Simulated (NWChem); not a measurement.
System: formamide (CH3NO); SMILES NC=O

Here is an NWChem input.

```
start job
memory heap 200 mb stack 900 mb global 1100 mb
geometry units angstroms noautoz
  N     -0.183819     1.072927     0.000000
  C      0.384396    -0.156690     0.000000
  O     -0.217014    -1.202339     0.000000
  H     -1.193699     1.149871     0.000000
  H      0.375045     1.913893     0.000000
  H      1.501969    -0.100331     0.000000
end
basis spherical
  N library def2-svp
  C library def2-svp
  O library def2-svp
  H library def2-svp
end
dft
  xc xpbe96 cpbe96
  iterations 150
  mulliken
end
task dft gradient
```

Output (shortened):

```
             Northwest Computational Chemistry Package (NWChem) 7.3.0
             --------------------------------------------------------

 CS  symmetry detected

                             Geometry "geometry" -> ""
                             -------------------------

 Output coordinates in angstroms (scale by  1.889725989 to convert to a.u.)

  No.       Tag          Charge          X              Y              Z
 ---- ---------------- ---------- -------------- -------------- --------------
    1 N                    7.0000    -0.17744126     1.07730060     0.00000000
    2 C                    6.0000     0.38506271    -0.15493945     0.00000000
    3 O                    8.0000    -0.22119221    -1.19778690     0.00000000
    4 H                    1.0000    -1.18695340     1.15892920     0.00000000
    5 H                    1.0000     0.38531846     1.91566465     0.00000000
    6 H                    1.0000     1.50288516    -0.10376614     0.00000000

 Effective nuclear repulsion energy (a.u.)      71.3188065556

      Symmetry information
      --------------------

 Group name             Cs
 Group number              2
 Group order               2
 No. of unique centers     6

  pbe96 is a nonlocal functional; adding pw91lda local functional.

                                 NWChem DFT Module
                                 -----------------

 Summary of "ao basis" -> "ao basis" (spherical)
 ------------------------------------------------------------------------------
       Tag                 Description            Shells   Functions and Types
 ---------------- ------------------------------  ------  ---------------------
 N                          def2-svp                 6       14   3s2p1d
 C                          def2-svp                 6       14   3s2p1d
 O                          def2-svp                 6       14   3s2p1d
 H                          def2-svp                 3        5   2s1p

      Symmetry analysis of basis
      --------------------------

        a'         42
        a"         15

            General Information
            -------------------
          SCF calculation type: DFT
          Wavefunction type:  closed shell.
          No. of atoms     :     6
          No. of electrons :    24
           Alpha electrons :    12
            Beta electrons :    12
          Charge           :     0
          Spin multiplicity:     1
          Use of symmetry is: on ; symmetry adaption is: on
          Maximum number of iterations: 150
          AO basis - number of functions:    57
                     number of shells:    27
          Convergence on energy requested:  1.00D-06
          Convergence on density requested:  1.00D-05
          Convergence on gradient requested:  5.00D-04

              XC Information
              --------------
          PerdewBurkeErnzerhof Exchange Functional  1.000
            Perdew 1991 LDA Correlation Functional  1.000 local
           PerdewBurkeErnz. Correlation Functional  1.000 non-local

             Grid Information
             ----------------
          Grid used for XC integration:  medium
          Radial quadrature: Mura-Knowles
          Angular quadrature: Lebedev.
          Tag              B.-S. Rad. Rad. Pts. Rad. Cut. Ang. Pts.
          ---              ---------- --------- --------- ---------
          N                   0.65       49           7.0       434
          C                   0.70       49           7.0       434
          O                   0.60       49           9.0       434
          H                   0.35       45           9.0       434
          Grid pruning is: on
          Number of quadrature shells:   282
          Spatial weights used:  Erf1

      Superposition of Atomic Density Guess
      -------------------------------------

 Sum of atomic energies:        -168.05798301

      Non-variational initial energy
      ------------------------------

 Total energy =    -169.527024
 1-e energy   =    -369.446159
 2-e energy   =     128.600328
 HOMO         =      -0.364485
 LUMO         =       0.045436

      Symmetry analysis of molecular orbitals - initial
      -------------------------------------------------

  Numbering of irreducible representations:

     1 a'          2 a"

  Orbital symmetries:

     1 a'          2 a'          3 a'          4 a'          5 a'
     6 a'          7 a'          8 a'          9 a"         10 a'
    11 a'         12 a"         13 a"         14 a'         15 a'
    16 a'         17 a'         18 a'         19 a'         20 a"
    21 a'         22 a'

     ---------------------------------------------
      Total Density - Mulliken Population Analysis
     ---------------------------------------------

    Atom       Charge   Shell Charges
 -----------   ------   -------------------------------------------------------
    1 N    7     7.36   1.99  1.01  0.39  2.48  1.48  0.01
    2 C    6     5.37   1.99  0.91  0.23  1.58  0.56  0.10
    3 O    8     8.78   1.99  1.13  0.68  3.11  1.86  0.01
    4 H    1     0.77   0.60  0.13  0.04
    5 H    1     0.76   0.59  0.12  0.04
    6 H    1     0.96   0.69  0.25  0.02

[...]

                         DFT ENERGY GRADIENTS

    atom               coordinates                        gradient
                 x          y          z           x          y          z
   1 N      -0.335315   2.035803   0.000000    0.000493  -0.003545   0.000000
   2 C       0.727663  -0.292793   0.000000   -0.008368  -0.008081   0.000000
   3 O      -0.417993  -2.263489   0.000000    0.011958   0.021066   0.000000
   4 H      -2.243017   2.190059   0.000000    0.007915  -0.000777   0.000000
   5 H       0.728146   3.620081   0.000000   -0.004519  -0.007187   0.000000
   6 H       2.840041  -0.196090   0.000000   -0.007480  -0.001477   0.000000
```

Level: PBE/def2-SVP. Coordinates come from a PBE0/def2-SVP optimisation.
